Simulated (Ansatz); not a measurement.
Input file:

```yaml
crystal:
  periodic: [false, false, false]
  atoms:
    - {symbol: N, position_ang: [0.136862, -0.005753, 1.396338]}
    - {symbol: As, position_ang: [-0.028012, 0.002621, -0.229770]}
    - {symbol: H, position_ang: [0.048608, -1.230156, -1.171551]}
    - {symbol: H, position_ang: [0.131717, 1.115281, -1.153337]}
basis:
  gaussian: {orbitals: cc-pVDZ, fitting: {mean_field: def2-universal-jkfit}}
magnetization: {spin_polarized: true, initial_magnetization: 0}
correlation: {method: bccd, electrons: valence, diis_vectors: 12}
output: {forces: true}
```

```sh
$ ansatz run in.yaml --threads 1 --pin off --events-out ev --progress --plain --max-ram 2393MiB
```

Log:

```
379 factors; integrals over basis functions are off by at most 3.7e-1 eV
mean field evaluation 1: about -62298.5335 eV, gradient 3.0e1 eV
mean field evaluation 2: about -62296.5566 eV, gradient 3.7e1 eV
mean field evaluation 4: about -62303.6274 eV, gradient 1.5e0 eV
mean field evaluation 8: about -62303.7032 eV, gradient 5.4e-2 eV
mean field evaluation 16: about -62303.7033 eV, gradient 3.5e-5 eV
mean field evaluation 32: about -62303.8761 eV, gradient 1.2e0 eV
mean field evaluation 64: about -62303.9139 eV, gradient 5.8e-1 eV
mean field evaluation 96: about -62303.2030 eV, gradient 9.3e0 eV
mean field evaluation 128: about -62303.9226 eV, gradient 1.6e-3 eV
mean field evaluation 160: about -62303.8393 eV, gradient 1.4e0 eV
...
cycle  14  -8.66689522 eV  change   -3.1e-5 eV  update   3.3e-5
cycle  15  -8.66689535 eV  change   -1.3e-7 eV  update   2.4e-5
cycle  16  -8.66689423 eV  change    1.1e-6 eV  update   1.4e-5
cycle  17  -8.66689556 eV  change   -1.3e-6 eV  update   8.0e-6
cycle  18  -8.66689289 eV  change    2.7e-6 eV  update   5.1e-6
cycle  19  -8.66689575 eV  change   -2.9e-6 eV  update   2.9e-6
cycle  20  -8.66689466 eV  change    1.1e-6 eV  update   1.5e-6
cycle  21  -8.66689451 eV  change    1.5e-7 eV  update   7.4e-7
cycle  22  -8.66689478 eV  change   -2.7e-7 eV  update   3.8e-7
cycle  23  -8.66689484 eV  change   -5.6e-8 eV  update   2.3e-7
WARN: the results are in doubt because among natural orbitals full CI differs from the method by -0.107 eV
the calculation of the forces begins
Total energy: -62312.58952797 eV, -2289.9454281626 hartree
Atom 0 at     0.136862    -0.005753     1.396338 Å, force    -0.006694     0.067295     1.190667 eV/Å
Atom 1 at    -0.028012     0.002621    -0.229770 Å, force     0.107751    -1.586129    -0.645829 eV/Å
Atom 2 at     0.048608    -1.230156    -1.171551 Å, force    -0.140330     0.444542     0.292151 eV/Å
Atom 3 at     0.131717     1.115281    -1.153337 Å, force     0.039273     1.074291    -0.836990 eV/Å
Dipole moment:    -0.049389     0.034962    -0.777294 e Å
In doubt: among natural orbitals full CI differs from the method by -0.107 eV
```

Forces (eV/Å):
```
N   -0.007  0.067  1.191
As   0.108 -1.586 -0.646
H   -0.140  0.445  0.292
H    0.039  1.074 -0.837
```

Ran on 1 thread of Arm Neoverse V1, shared host: 18 s wall, 0.22 GiB peak host memory.
